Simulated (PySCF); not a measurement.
Delta-SCF ions had no search for a lower state. Excitations are Tamm–Dancoff values on a coarser integration grid. The basis has no diffuse functions, so Rydberg states are missing or too high.

Cartesian coordinates (Å):
```xyz
5

F     -0.7882    -0.0007     1.0662
C      0.0000     0.0000     0.0000
F     -0.2639    -1.0644    -0.7453
F     -0.2155     1.1000    -0.7083
F      1.2676    -0.0349     0.3874
```
Charge 0, multiplicity 1.

Estimate the S1–T1 gap (TDA), dipole moment, S1 excitation (TDA), total energy, LUMO, vertical ionisation energy (Delta-SCF), HOMO and HOMO–LUMO gap that ωB97X-D3(BJ)/def2-TZVP // B3LYP-D3(BJ)/def2-TZVP (PySCF) returns for this input.


```yaml
S1–T1 gap (TDA): 0.56 eV
dipole_moment: 0.000 e·Å
S1 excitation (TDA): 13.76 eV
total_energy: -11911.08 eV
LUMO: 4.71 eV
vertical ionisation energy (Delta-SCF): 15.94 eV
HOMO: -15.27 eV
HOMO–LUMO gap: 19.98 eV
```
